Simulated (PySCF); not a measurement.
**How far each method lies from RCCSDT for As₂H, sextet**

Geometry: that of the As2H, quartet, kept fixed.

| atom | x (Å) | y (Å) | z (Å) |
| --- | --- | --- | --- |
| As | 0.0000 | -0.5251 | 0.8030 |
| As | 0.0000 | -0.4773 | -1.6877 |
| H | 0.0000 | 1.0024 | 0.8847 |

Basis cc-pVDZ; PySCF 2.14.0. Only valence electrons are correlated (noble-gas cores and the filled d shells of p-block atoms frozen), which leaves 11 electrons in 31 orbitals. Prefix R: restricted or restricted open-shell reference. No spin–orbit coupling is included, and no scalar relativity.

Full CI isn't at hand for all of this; RCCSDT serves as the reference. It lacks quadruple excitations, which often exceed the step from CCSD(T) to CCSDT.

* UHF ⟨S²⟩: 8.765
* T1 diagnostic (ROHF- or RHF-based CCSD): 0.0149
* largest doubles amplitude (ROHF- or RHF-based CCSD): 0.057

From what is known of these methods and the diagnostics, rank them by the size of their error in total energy against RCCSDT in cc-pVDZ, smallest first (an estimate: the text doesn't fix the numbers).
A. RHF
B. RCCSD
C. RCCSD(T)
D. RMP2

C (0.45 kcal/mol), B (2.75 kcal/mol), D (22.51 kcal/mol), A (114.03 kcal/mol).

All errors are against RCCSDT in cc-pVDZ. Within each family the higher level lies nearer, as is usual though not guaranteed.
